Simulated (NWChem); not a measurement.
Species: SiH$_{2}$, singlet; SMILES [SiH2]

```xyz
3

Si     0.0000     0.0000     0.1338
H      1.0934     0.0000    -0.9369
H     -1.0934     0.0000    -0.9369
```
Atoms are numbered in this order, from 1.

Low-valent species are run as closed-shell singlets; no triplet was tried in these runs. The geometry was optimised at B3LYP/6-31G* (spherical d). B3LYP is NWChem's, with the RPA form of VWN correlation.

Symmetry labels are those of C2v in the frame above (b1 and b2, or b-type labels, depend on it). States above −ε(HOMO) = 6.7 eV lie in this functional's continuum and hang on the basis.

Q: List the 4 lowest vertical singlet excitations and the 4 lowest triplet ones from B3LYP/def2-SVPD, full TDDFT (NWChem).

A: 
```json
[
 {"state": "S1", "energy (eV)": "2.36", "oscillator strength": "0.012", "symmetry": "b2", "leading excitation (squared amplitude)": "HOMO → LUMO (1.01)"},
 {"state": "S2", "energy (eV)": "4.32", "oscillator strength": "0.000", "symmetry": "a2", "leading excitation (squared amplitude)": "HOMO−1 → LUMO (1.00)"},
 {"state": "S3", "energy (eV)": "6.26", "oscillator strength": "0.173", "symmetry": "a1", "leading excitation (squared amplitude)": "HOMO → LUMO+1 (0.99)"},
 {"state": "S4", "energy (eV)": "6.96", "oscillator strength": "0.223", "symmetry": "b1", "leading excitation (squared amplitude)": "HOMO → LUMO+2 (0.94)"},
 {"state": "T1", "energy (eV)": "0.77", "oscillator strength": "spin-forbidden", "symmetry": "b2", "leading excitation (squared amplitude)": "HOMO → LUMO (1.19)"},
 {"state": "T2", "energy (eV)": "3.70", "oscillator strength": "spin-forbidden", "symmetry": "a2", "leading excitation (squared amplitude)": "HOMO−1 → LUMO (1.00)"},
 {"state": "T3", "energy (eV)": "5.02", "oscillator strength": "spin-forbidden", "symmetry": "b1", "leading excitation (squared amplitude)": "HOMO → LUMO+2 (0.99)"},
 {"state": "T4", "energy (eV)": "5.89", "oscillator strength": "spin-forbidden", "symmetry": "a1", "leading excitation (squared amplitude)": "HOMO → LUMO+1 (0.93)"}
]
```
